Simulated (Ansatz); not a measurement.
# Relaxing Hf3Rh

Level of theory: DFT PBE, scalar-relativistic, plane waves, PAW (Ansatz 0.2.0). Cutoff 420 eV, Γ-centred k mesh, Gaussian smearing, no spin polarisation in the final step.

The start puts Hf3Rh on the Cu3Au (L1_2) structure type (Pm-3m, No. 221), with Rh in place of Au, Hf in place of Cu, at a guessed volume.

```yaml
crystal:
  lattice:
    - [4.11943, 0.00000, 0.00000]
    - [0.00000, 4.11943, 0.00000]
    - [0.00000, 0.00000, 4.11943]
  atoms:
    - { symbol: Hf, position: [0.00000, 0.50000, 0.50000] }
    - { symbol: Hf, position: [0.50000, 0.00000, 0.50000] }
    - { symbol: Hf, position: [0.50000, 0.50000, 0.00000] }
    - { symbol: Rh, position: [0.00000, 0.00000, 0.00000] }
```

Cell and atoms relax at zero pressure; the relaxation can't lower the symmetry of the start. After a coarse first stage the cell is made exact in the group found at 0.06 Å.

Energies over the elements count from the elements' standard structures at the same level, with no empirical corrections.

(1) Describe the relaxed structure.

(2) What are its volume, energy, density and gap?

Answers

(1) It keeps Pm-3m (No. 221). The result has the Cu3Au (L1_2) structure. Conventional cell: a = 4.297 Å. Hf has 4 Rh at 3.04 Å and 8 Hf at 3.04 Å; Rh is coordinated by 12 Hf at 3.04 Å.

```xyz
4
Lattice="4.2971 0.0000 0.0000 0.0000 4.2971 0.0000 0.0000 0.0000 4.2971" Properties=species:S:1:pos:R:3 pbc="T T T"
Hf    0.0000    2.1486    2.1486
Hf    2.1486    0.0000    2.1486
Hf    2.1486    2.1486    0.0000
Rh    0.0000    0.0000    0.0000
```

(2) The volume per atom is 19.84 Å³ and the density is 13.36 g/cm³. The energy over the elements is -0.18 eV/atom and the gap on the 12×12×12 mesh is 0 eV (a metal).

The final run used a 12×12×12 mesh on its 4-atom cell and 0.10 eV smearing. For metals, differences of a few meV/atom aren't resolved. Spin–orbit coupling is left out. A structure relaxed within its symmetry needn't be a true minimum.

Cost: 3 runs of about 1.3 core-minutes in all, on AMD EPYC 7B13 (Zen 3) (shared hosts).